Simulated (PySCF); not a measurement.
Breaking a bond: HCl, singlet.

UHF/cc-pVTZ (PySCF); RHF/cc-pVTZ (PySCF); UKS-PBE0 = unrestricted PBE0/cc-pVTZ (PySCF); RKS-PBE0 = restricted PBE0/cc-pVTZ (PySCF 2.14.0); UKS-PBE = unrestricted PBE/cc-pVTZ run with PySCF 2.14.0; RKS-PBE = restricted PBE/cc-pVTZ (PySCF); UKS-wB97X-V = unrestricted wB97X-V/cc-pVTZ run with PySCF; RKS-wB97X-V = restricted wB97X-V/cc-pVTZ (PySCF); UKS-B3LYP/6-31G* = PySCF with unrestricted B3LYP/6-31G*, spherical d; RKS-B3LYP/6-31G* = PySCF 2.14.0 with restricted B3LYP/6-31G*, spherical d.

Scanned distances (Å): 0.95, 1.01, 1.10, 1.14, 1.22, 1.25, 1.28, 1.32, 1.34, 1.40, 1.50, 1.58, 1.74, 1.93, 2.12, 2.30, 2.59, 2.82, 3.11, 3.47, 3.83, 4.50, 5.09.

**Question.** Where does the unrestricted solution first break spin symmetry (<S²> of 0.01 or more)?

**Answer.** UHF: between 1.58 and 1.74 Å; UKS-PBE0: between 1.93 and 2.12 Å; UKS-PBE: between 2.12 and 2.30 Å; UKS-wB97X-V: between 1.93 and 2.12 Å; UKS-B3LYP/6-31G*: between 1.93 and 2.12 Å.

```
R / Å  <S²> UHF  E(RHF) − E(UHF) / kJ/mol  <S²> UKS-PBE0  E(RKS-PBE0) − E(UKS-PBE0) / kJ/mol  <S²> UKS-PBE  E(RKS-PBE) − E(UKS-PBE) / kJ/mol  <S²> UKS-wB97X-V  E(RKS-wB97X-V) − E(UKS-wB97X-V) / kJ/mol  <S²> UKS-B3LYP/6-31G*  E(RKS-B3LYP/6-31G*) − E(UKS-B3LYP/6-31G*) / kJ/mol
-----  --------  ------------------------  -------------  ----------------------------------  ------------  --------------------------------  ----------------  ----------------------------------------  ---------------------  --------------------------------------------------
0.95       0.00                       0.0           0.00                                 0.0          0.00                               0.0              0.00                                       0.0                   0.00                                                 0.0
1.01       0.00                       0.0           0.00                                 0.0          0.00                               0.0              0.00                                       0.0                   0.00                                                 0.0
1.10       0.00                       0.0           0.00                                 0.0          0.00                               0.0              0.00                                       0.0                   0.00                                                 0.0
1.14       0.00                       0.0           0.00                                 0.0          0.00                               0.0              0.00                                       0.0                   0.00                                                 0.0
1.22       0.00                       0.0           0.00                                 0.0          0.00                               0.0              0.00                                       0.0                   0.00                                                 0.0
1.25       0.00                       0.0           0.00                                 0.0          0.00                               0.0              0.00                                       0.0                   0.00                                                 0.0
1.28       0.00                       0.0           0.00                                 0.0          0.00                               0.0              0.00                                       0.0                   0.00                                                 0.0
1.32       0.00                       0.0           0.00                                 0.0          0.00                               0.0              0.00                                       0.0                   0.00                                                 0.0
1.34       0.00                       0.0           0.00                                 0.0          0.00                               0.0              0.00                                       0.0                   0.00                                                 0.0
1.40       0.00                       0.0           0.00                                 0.0          0.00                               0.0              0.00                                       0.0                   0.00                                                 0.0
1.50       0.00                       0.0           0.00                                 0.0          0.00                               0.0              0.00                                       0.0                   0.00                                                 0.0
1.58       0.00                       0.0           0.00                                 0.0          0.00                               0.0              0.00                                       0.0                   0.00                                                 0.0
1.74       0.06                       0.3           0.00                                 0.0          0.00                               0.0              0.00                                       0.0                   0.00                                                 0.0
1.93       0.50                      32.0           0.00                                 0.0          0.00                               0.0              0.00                                       0.0                   0.00                                                 0.0
2.12       0.73                      90.0           0.24                                 3.8          0.00                               0.0              0.27                                       5.6                   0.15                                                 2.0
2.30       0.85                     150.9           0.53                                24.0          0.28                               3.8              0.57                                      31.7                   0.43                                                16.0
2.59       0.95                     243.6           0.78                                69.3          0.65                              30.5              0.82                                      90.1                   0.71                                                52.2
2.82       0.98                     306.8           0.87                               104.5          0.78                              54.5              0.91                                     137.0                   0.83                                                82.2
3.11       1.00                     372.3           0.94                               142.3          0.86                                 —              0.97                                     189.5                   0.91                                               115.1
3.47       1.01                     434.6           0.98                               177.8          0.92                                 —              0.99                                     242.1                   0.96                                               146.6
3.83       1.01                     480.6           1.00                               202.4          0.95                                 —              1.00                                     282.1                   0.99                                               168.8
4.50       1.01                     536.6           1.00                               229.1          0.98                                 —              1.00                                     331.9                   1.00                                               192.9
5.09       1.01                     566.5           1.00                               241.3          0.99                                 —              1.00                                     359.2                   1.00                                               203.3
```

A dash means that the run gave no value there, or that the column was ended at a point which the program doubted or which failed a test of continuity chosen for this set; such a test can also cut sound points.
